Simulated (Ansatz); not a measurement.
# SiNH₆ (doublet): the correlation ladder at distance N1–H4 along a hydrogen transfer = 1.111 Å, cc-pVDZ

The task here is to estimate one member of a computed series from the others.

Method: cc-pVDZ, core rule «outside noble gas», up to 6 orbitals frozen; program: Ansatz 0.2.0, Gaussian basis.

Plan: UHF; CCSD(T) on ROHF; CCSD(T) on UHF; BCCD(T) on ROHF; CISD; CCSDT(Q) on ROHF; CCSDT(Q) on UHF; CASSCF and MRCISD+Q, 3 electrons in 3 orbitals; CASSCF and NEVPT2, 3 electrons in 3 orbitals.

1 further run of the same task is left out (it didn't finish).

## The system

The geometry derives from fragments relaxed apart (PBE0/def2-TZVP) and kept rigid, so it is no stationary point. A hydrogen atom is moved between rigid fragments.

8 atoms, charge 0, spin multiplicity 2.

Atoms are counted from 1 here; the program's logs count them from 0.

Bond lengths: N1–H2 1.012 Å, N1–H3 1.012 Å, N1–H4 1.111 Å, Si5–H6 1.486 Å, Si5–H7 1.486 Å, Si5–H8 1.486 Å. Angles: H2–N1–H3 107.1°, H2–N1–H4 107.1°, H3–N1–H4 107.1°, H6–Si5–H7 111.3°, H6–Si5–H8 111.3°, H7–Si5–H8 111.3°.

The first run:

Contents of in.yaml:

```yaml
crystal:
  periodic: [false, false, false]
  atoms:
    - {symbol: N, position_ang: [-2.071465, -0.011841, -0.018431]}
    - {symbol: H, position_ang: [-2.368745, 0.955993, -0.018431]}
    - {symbol: H, position_ang: [-2.368744, -0.414140, 0.861829]}
    - {symbol: H, position_ang: [-0.960465, -0.011841, -0.018431]}
    - {symbol: Si, position_ang: [1.073535, -0.011841, -0.018431]}
    - {symbol: H, position_ang: [1.523507, -1.428094, -0.018431]}
    - {symbol: H, position_ang: [1.523509, 0.696285, -1.244942]}
    - {symbol: H, position_ang: [1.523510, 0.696286, 1.208081]}
basis:
  gaussian: {orbitals: cc-pVDZ}
magnetization: {spin_polarized: true, initial_magnetization: 1}
hamiltonian: {xc: hf}
output: {orbitals: {seedname: orbitals}}
```

Command:

```bash
> ansatz run in.yaml --threads 1 --pin off --events-out ev --progress --plain --max-ram 4096MiB --backend cpu
```

Among the steps run: UHF; CCSD(T) on ROHF; CCSD(T) on UHF; BCCD(T) on ROHF; CISD; CCSDT(Q) on ROHF; CCSDT(Q) on UHF; CASSCF and MRCISD+Q, 3 electrons in 3 orbitals; CASSCF and NEVPT2, 3 electrons in 3 orbitals.

One of the session's tables, all rows but one given; the rest of the session is left out.

```
       method  from UCCSDT(Q) (kJ/mol)
         ROHF                   +903.9
          UHF                   +895.6
         RMP2                   +134.2
         UMP2                   +134.9
         CISD                   +107.6
        RCCSD                    +22.8
        UCCSD                    +22.6
     RCCSD(T)                     +3.8
     UCCSD(T)                        ?
      BCCD(T)                     +3.8
       RCCSDT                     +1.3
       UCCSDT                     +1.3
    RCCSDT(Q)                      0.0
    UCCSDT(Q)                        0
  CASSCF pair                   +849.5
  NEVPT2 pair                   +136.3
  MRCISD pair                    +97.2
MRCISD+Q pair                    +13.5
```

Q: Estimate the row for UCCSD(T) from the others.

The run gave: from UCCSDT(Q) (kJ/mol): +3.9. In the column «from UCCSDT(Q) (kJ/mol)» it lies between BCCD(T) (+3.8) and MRCISD+Q pair (+13.5).

Some runs used a GPU and others CPU threads alone; cost is compared among the CPU runs only.

Among the levels timed on like hardware, those that no quicker one beats, quickest first: NEVPT2 pair (1.3 s, +136.3 kJ/mol); UCCSD(T) (2.7 s, +3.9 kJ/mol); RCCSD(T) (2.9 s, +3.8 kJ/mol); BCCD(T) (3.9 s, +3.8 kJ/mol).

Limits of these values: Of the multireference levels listed MRCISD+Q pair comes nearest in total energy (+13.5 kJ/mol), which doesn't show that its space is the better one. Restricted and unrestricted rows rest on different reference determinants; where their highest levels disagree by more than a few hundredths of an eV, they describe different states and don't form one ladder.
